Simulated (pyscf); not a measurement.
:N–F [triplet] + silicon tetrafluoride (F–Si(F)(F)–F) -> :N–F [triplet] + silicon tetrafluoride (F–Si(F)(F)–F) (four-centre exchange; triplet surface; F–N, F–Si broken, F–N, F–Si formed). Structures and frequencies: ωB97X-D3(BJ)/def2-SVP in PySCF. Energies in eV from the separated reactants.

| level | barrier | reaction energy |
|---|---|---|
| ωB97X-D3(BJ)/def2-TZVP | 3.37 | 0.00 |
| PBE/def2-TZVP | 2.93 | 0.00 |
| r²SCAN/def2-TZVP | ? | 0.00 |
| PBE0-D3(BJ)/def2-TZVP | 3.30 | 0.00 |
| M06-2X/def2-TZVP | ? | 0.00 |
| ωB97M-D3(BJ)/def2-TZVP | 3.32 | 0.00 |

Fill in the missing entries.


- r²SCAN/def2-TZVP, barrier: 2.94
- M06-2X/def2-TZVP, barrier: 3.40

The functionals in the table span 0.46 eV in this barrier, from PBE to M06-2X. This is the saddle that the search found; another between the same sides may lie lower.
